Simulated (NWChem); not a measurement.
# Atomisation of methane (CH4)

SMILES: C
```xyz
5

C      0.0000     0.0000     0.0000
H      0.0000     0.9030     0.6385
H      0.0000    -0.9030     0.6385
H     -0.9030     0.0000    -0.6385
H      0.9030     0.0000    -0.6385
```
Charge 0, spin multiplicity 1.

Everything below was run with NWChem. The geometry was optimised at PBE/def2-SVP, a minimum by its harmonic frequencies.

Basis set: def2-TZVP. The atomisation energy is electronic alone: no zero-point, thermal, spin-orbit or counterpoise terms. No value is extrapolated to the basis-set limit. Free atoms are single determinants with multiplicities C 3, H 2. Correlated methods freeze the same cores in atoms and molecule, 1 orbitals in all.

The correlated methods keep 1 core orbital frozen. B3LYP has NWChem's definition, with VWN1-RPA local correlation. The stability of the SCF solutions was not checked. Open-shell Hartree-Fock references start from PBE0 orbitals. Coupled-cluster values serve here as a point of comparison, not as the truth.

```tsv
method	atomisation energy (kcal/mol)
TPSS	424.0
LDA (SVWN5)	…
CCSD(T)	…
LC-wPBE (omega 0.3 per bohr)	417.3
PBE	419.4
M06-2X	…
MP2	402.6
B3LYP	419.6
HF	326.3
PBE0	416.6
```

Problem. Some entries are withheld; supply them.

Solution. 
- LDA (SVWN5), atomisation energy (kcal/mol): 461.5
- CCSD(T), atomisation energy (kcal/mol): 406.0
- M06-2X, atomisation energy (kcal/mol): 416.9
